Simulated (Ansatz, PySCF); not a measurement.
allene cation (C₃H₄), SMILES C=C=C (connectivity only; charge and spin as stated), charge +1, multiplicity 2. Atoms are numbered in the order given.

```xyz
7

C      0.0000     1.3107     0.0000
C      0.0000     0.0000     0.0000
C      0.0000    -1.3107     0.0000
H      0.8504     1.8727    -0.3894
H     -0.8504     1.8727     0.3894
H     -0.8504    -1.8727    -0.3894
H      0.8504    -1.8727     0.3894
```
Charge +1, spin multiplicity 2.

Coordinates come from a B3LYP-D3(BJ)/def2-TZVP optimisation. The spin state was assumed, not searched.

Two levels are set side by side: PBE-D3(BJ)/def2-TZVP (Ansatz, a quantum-chemistry and plane-wave program) and B3LYP-D3(BJ)/def2-TZVP (Ansatz). Each level has its own optimised geometry; the coordinates shown are those of the second. Frequencies come from the Hessian of PySCF at each geometry. Differences are taken from unrounded values.

| quantity | B3LYP-D3(BJ) |
|---|---|
| mean bond length (Å) | 1.164 |
| bond C1–C2 (Å) | 1.311 |
| bond C2–C3 (Å) | 1.311 |
| bond C1–H4 (Å) | 1.091 |
| bond C1–H5 (Å) | 1.091 |
| bond C3–H6 (Å) | 1.091 |
| bond C3–H7 (Å) | 1.091 |
| highest harmonic wavenumber (cm⁻¹) | 3156 |
| mean harmonic wavenumber (cm⁻¹) | 1534 |
| zero-point energy (kcal/mol) | 32.90 |

Q: What does PBE-D3(BJ) give, and how far is it from B3LYP-D3(BJ)? (Estimate from the structure and the level; the computed values follow.)

A: 
```tsv
quantity	PBE-D3(BJ)	PBE-D3(BJ) minus B3LYP-D3(BJ)
mean bond length (Å)	1.173	0.008
bond C1–C2 (Å)	1.317	0.006
bond C2–C3 (Å)	1.317	0.006
bond C1–H4 (Å)	1.101	0.010
bond C1–H5 (Å)	1.101	0.010
bond C3–H6 (Å)	1.101	0.010
bond C3–H7 (Å)	1.101	0.010
highest harmonic wavenumber (cm⁻¹)	3080	-76
mean harmonic wavenumber (cm⁻¹)	1490	-44
zero-point energy (kcal/mol)	31.95	-0.95
```

GGA bonds tend to be longer and softer than those of functionals with exact exchange. Differences between two approximate levels are no errors against the true value.
